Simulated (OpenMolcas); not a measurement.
# One shape, several levels: quartet SiNH4

Aim: a comparison of 6 runs (UHF/3-21G, UBLYP/def2-TZVP, UM06-2X/def2-TZVP, UPBE/def2-TZVP, UTPSS/def2-TZVP, ROMP2/def2-TZVP) of quartet SiNH4. 

Program for the calculation: OpenMolcas 26.06.

**1. Starting point**

The species is SiNH4 (6 atoms), meant as a quartet with charge 0. As SMILES of the parent species, `[NH][SiH3]`. Geometry: relaxed at PBE0-D4/def2-TZVP. That shape belongs to the parent species and isn't relaxed for this state.

Bond lengths: N1–Si2 1.753 Å, N1–H3 1.023 Å, Si2–H4 1.491 Å, Si2–H5 1.491 Å, Si2–H6 1.481 Å. Angles: N1–Si2–H4 110.8°, N1–Si2–H5 109.1°, N1–Si2–H6 109.3°, Si2–N1–H3 111.9°, H4–Si2–H5 108.6°, H4–Si2–H6 109.5°, H5–Si2–H6 109.5°.

**2. A single-point energy at UHF/3-21G (run 1)**

mol.input

```
>>> EXPORT MOLCAS_PRINT=2

&GATEWAY
 BasLib = $CurrDir
 Coord
 6
 angstrom
 N        0.592100      -0.835200       0.909500
 Si      -0.203700       0.347600      -0.110000
 H        0.922800      -1.640700       0.372700
 H       -1.310600      -0.282300      -0.885500
 H        0.789500       0.911800      -1.068900
 H       -0.748100       1.434800       0.736200
 Basis = 3-21G
 Group = NoSym

&SEWARD

&SCF
 UHF
 Spin = 4
 Thresholds = 1e-10 1e-07 1e-07 1e-05
 PrOrbitals = 1 2
```

The basis set 3-21G is read from a file made from the Basis Set Exchange's data (not shown).

The run is started by

```console
$ export MOLCAS_MEM=1860
$ pymolcas mol.input > mol.log
```

Log:

```text
--- Start Module: gateway ---
[...]
--- Stop Module: gateway /rc=_RC_ALL_IS_WELL_ ---
--- Start Module: seward ---
[...]
      Basis functions           30
--- Stop Module: seward /rc=_RC_ALL_IS_WELL_ ---
--- Start Module: scf ---
[...]
       Convergence after  21 Iterations
[...]
::    Total SCF energy                               -343.5796762837
[...]
      Total spin, S                                     1.5028949145
[...]
      Total electronic charge=   25.000000
      Total            charge=   -0.000000
[...]
      Dipole Moment (debye):
      Origin of the operator (angstrom)=    0.0488   -0.0335    0.1914
                   X=  1.5839E+00               Y= -2.4648E+00               Z=  1.6337E+00           Total=  3.3545E+00
      Quadrupole Moment (debye*angstrom):
[...]
--- Stop Module: scf /rc=_RC_ALL_IS_WELL_ ---
[...]
```

Run time: 2.8 s. Hardware: 1 thread of Arm Neoverse V1, shared host; peak memory 0.37 GiB.

**3. The energy at UBLYP/def2-TZVP (run 2)**

run.input

```
&GATEWAY
BasLib=$CurrDir
Coord
6
angstrom
N        0.592100      -0.835200       0.909500
Si      -0.203700       0.347600      -0.110000
H        0.922800      -1.640700       0.372700
H       -1.310600      -0.282300      -0.885500
H        0.789500       0.911800      -1.068900
H       -0.748100       1.434800       0.736200
Basis=def2-TZVP
Group=NoSym
&SEWARD
GridInput
Grid=UltraFine
End of Grid
&SCF
UHF
Spin=4
KSDFT=BLYP
Thresholds=1e-10 1e-07 1e-07 1e-05
PrOrbitals=1
```

The basis set def2-TZVP is read from a file made from the Basis Set Exchange's data (not shown).

The run is started by

```console
$ export MOLCAS_MEM=1860
$ pymolcas run.input > run.log
```

Log:

```text
--- Start Module: gateway ---
[...]
--- Stop Module: gateway /rc=_RC_ALL_IS_WELL_ ---
--- Start Module: seward ---
[...]
      Basis functions           92
--- Stop Module: seward /rc=_RC_ALL_IS_WELL_ ---
[...]
--- Start Module: scf ---
[...]
       Convergence after  26 Iterations
[...]
::    Total KS-DFT energy                            -346.3690769594
[...]
      Total spin, S                                     1.5017389428
[...]
      Total electronic charge=   25.000000
      Total            charge=   -0.000000
[...]
      Dipole Moment (debye):
      Origin of the operator (angstrom)=    0.0488   -0.0335    0.1914
                   X=  2.7546E-01               Y= -4.2173E-01               Z=  3.9702E-01           Total=  6.4137E-01
      Quadrupole Moment (debye*angstrom):
[...]
--- Stop Module: scf /rc=_RC_ALL_IS_WELL_ ---
[...]
```

Run time: 59 s. Hardware: 1 thread of Arm Neoverse V1, shared host; peak memory 0.51 GiB.

Runs 3 to 5 aren't shown in full; the table further down has their settings and results.

**4. A single-point energy at ROMP2/def2-TZVP (run 6)**

test.inp

```
>>> EXPORT MOLCAS_PRINT=2
&GATEWAY
BasLib=$CurrDir
Coord
6
angstrom
N        0.592100      -0.835200       0.909500
Si      -0.203700       0.347600      -0.110000
H        0.922800      -1.640700       0.372700
H       -1.310600      -0.282300      -0.885500
H        0.789500       0.911800      -1.068900
H       -0.748100       1.434800       0.736200
Basis=def2-TZVP
Group=NoSym
&SEWARD
&SCF
UHF
Spin=4
Thresholds=1e-10 1e-07 1e-07 1e-05
PrOrbitals=0
&RASSCF
FileOrb=$Project.UnaOrb
Spin=4
Nactel=3 0 0
Inactive=11
Ras2=3
OutOrbitals=Canonical
OrbListing=Few
&CASPT2
IPEA=0.0
Frozen=6
```

The basis set def2-TZVP is read from a file made from the Basis Set Exchange's data (not shown).

The run is started by

```console
$ export MOLCAS_MEM=1860
$ pymolcas test.inp > test.log
```

Log:

```text
--- Start Module: gateway ---
[...]
--- Stop Module: gateway /rc=_RC_ALL_IS_WELL_ ---
[...]
      Basis functions           92
[...]
       Convergence after  24 Iterations
[...]
::    Total SCF energy                               -345.4857065221
[...]
      Total spin, S                                     1.5041543911
[...]
--- Start Module: rasscf ---
[...]
      Number of active orbitals                  3
[...]
      Spin quantum number                      1.5
[...]
      Active orbitals                            3
[...]
      Number of CSFs                             1
[...]
      Number of root(s) required                 1
[...]
      Convergence after 17 iterations
[...]
      printout of CI-coefficients larger than  0.05 for root  1
      energy=    -345.477934
      conf/sym  111     Coeff  Weight
             1  uuu   1.00000 1.00000
      Natural orbitals and occupation numbers for root  1
      sym 1:   1.000000   1.000000   1.000000
      ************************************************************************************************************************
      *                                                    Final results                                                     *
[...]
::    RASSCF root number  1 Total energy:   -345.47793409
[...]
      Total electronic charge=   25.000000
      Total            charge=   -0.000000
[...]
      Dipole Moment (debye):
      Origin of the operator (angstrom)=    0.0488   -0.0335    0.1914
                   X= -3.0814E-01               Y=  1.0683E+00               Z=  1.6875E+00           Total=  2.0209E+00
      Quadrupole Moment (debye*angstrom):
[...]
--- Stop Module: rasscf /rc=_RC_ALL_IS_WELL_ ---
[...]
--- Start Module: caspt2 ---
[...]
 ###    WARNING: User changed nr of frozen orbitals.                         ###
 ###############################################################################
[...]
      E2 (Variational):          -0.2824364822
      Total energy:            -345.7603705727
[...]
      Reference weight:           0.89709
[...]
::    CASPT2 Root  1     Total energy:   -345.76037057
[...]
--- Stop Module: caspt2 /rc=_RC_ALL_IS_WELL_ ---
[...]
```

It took 20 s on 1 thread of Arm Neoverse V1, shared host; peak memory 0.51 GiB.

**5. The series**

```csv
run,level,integration grid,frozen core orbitals,energy (Eh),dipole moment (D),HOMO energy (eV),⟨S²⟩,wall time
1,UHF/3-21G,–,–,-343.579676,3.35,-2.95,3.762,2.8 s
2,UBLYP/def2-TZVP,UltraFine,–,-346.369077,0.64,-1.46,3.757,59 s
3,UM06-2X/def2-TZVP,UltraFine,–,-346.318824,1.38,-2.93,3.761,84 s
4,UPBE/def2-TZVP,UltraFine,–,-346.168345,0.86,-1.66,3.757,55 s
5,UTPSS/def2-TZVP,UltraFine,–,-346.429659,1.07,-1.61,3.759,93 s
6,ROMP2/def2-TZVP,–,6,-345.760371,–,–,–,20 s
```

**6. Summary of results**

```
           quantity          value
run 6: total energy  -345.76037 Eh
```

What this shows: Over runs 1, 2, 3, 4, 5 the dipole moment (its size) runs from 0.64 D (UBLYP/def2-TZVP) to 3.35 D (UHF/3-21G). The two ends differ in method and basis. Totals of different functionals can't be ranked against each other. All runs together took 5.2 min, the longest 93 s.
